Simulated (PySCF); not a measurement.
## Structure from NMR data

Molecular formula: C$_{4}$H$_{4}$. Simulated spectra:

¹H NMR (400 MHz, computed): δ 8.26 (s, 2H), 3.82 (s, 2H).

¹³C{¹H} NMR (computed): δ 145.1 (CH, 2C), 127.6 (C), 64.5 (CH2).

How the numbers were obtained: PBE0-D3(BJ)/def2-TZVP structure, shieldings: GIAO PBE0/pcSseg-2, in PySCF 2.14 (fast rotation and ring inversion assumed for equivalent nuclei, isolated molecule, no relativistic terms, one computed conformer).

Chemical shifts δ = σref − σ; ¹H, ¹³C against TMS, all at this level.

Problem. Deduce the structure.

Solution. 
1. Rings plus π bonds: 3 (1 ring in the answer).
2. 3 carbon signals for 4 carbons: some carbons are equivalent by symmetry or fast rotation.
3. Carbon types of the structure: 1 × C, 2 × CH, 1 × CH2, which accounts for all hydrogens.
4. δC 145.1: alkene CH; an sp2 carbon of a C=C bond.
5. δC 127.6: fully substituted alkene carbon; the olefinic region.
6. δC 64.5: terminal =CH2 carbon.
7. δH 8.26: hydrogen on an alkene CH.
8. δH 3.82: hydrogen on a terminal =CH2 carbon; a vinylic proton, deshielded by the sp2 carbon and the C=C anisotropy.

These data were computed for SMILES C=C1C=C1.

Shifts are as computed. Against solution values, carbons near 30 ppm lie about +3 ppm off and those near 130 ppm about +9 ppm. Of 1211 compounds with measured shifts, 218 miss one by over three times the rms of a fit or turn the order of signals round; such compounds aren't used in these exercises. Multiplicities follow the n + 1 count of equivalent neighbours, as no J values were calculated; m marks all less simple cases, F and P coupling included.
